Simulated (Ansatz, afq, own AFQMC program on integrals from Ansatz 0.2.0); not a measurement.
CHAl, triplet: AFQMC among the cluster methods

```yaml
atoms:
  - { symbol: Al, position_ang: [0.0000, 0.0000, -1.5900] }
  - { symbol: C, position_ang: [0.0000, 0.0000, 4.7810] }
  - { symbol: H, position_ang: [0.0000, 0.0000, -3.1909] }
```

Connectivity, by distances: AlH ··· C.

Basis 6-31G. Noble-gas cores (and the filled d shells of Ga–Kr and In–Xe) are frozen. Ansatz 0.2.0 and our own AFQMC program on the same integrals; the CISD trial comes from CCSD amplitudes, and released means the phaseless constraint is let go. ± is one standard error of the sampling.

Determinant: ROHF, the one that the program's search chose, which needn't be the lowest solution. The geometry is a point of a scan.

Full CI on the same integrals is exact in this basis and with this determinant's frozen core.

Cautions: lower spins were not checked.

The T1 diagnostic is 0.0123. The weight of the determinant in the CISD state is 0.907 and the size of the correlated space is 8 electrons in 18 orbitals.

Reference: full CI, correlation energy -2.294 eV. The released energy is read at 2.40 1/Eh (meV from the phaseless value at times in 1/Eh: -1.1 ± 1.3 at 0.24, -2.8 ± 1.0 at 0.51, -5.3 ± 1.0 at 0.99, -6.5 ± 1.1 at 1.62, -6.8 ± 1.1 at 2.40).

| level | E − E(reference) (mEh) | share of correlation (%) |
| --- | --- | --- |
| HF | 84.29 | 0.00 |
| MP2 | 31.47 | 62.66 |
| CCSD | 0.92 | 98.91 |
| CCSD(T) | 0.31 | 99.63 |
| CCSDT | 0.06 | 99.93 |
| CCSDT(Q) | 0.02 | 99.98 |
| CCSDTQ | 0.00 | 100.00 |
| ph-AFQMC/CISD | 0.28 ± 0.05 | 99.67 |
| released AFQMC | 0.03 ± 0.04 | 99.96 |

CCSDT and higher add their correlation energy to the determinant of the CCSD(T) run, since their own runs factorise the integrals more tightly (a shift of under 2 meV). A walk keeps the symmetry of its determinant, which the program's search chose and which needn't be the lowest solution, so a lower state of the same spin and another symmetry isn't excluded. Released energies are given only where the last usable release times agree within the noise; a slower fall can still hide under it.
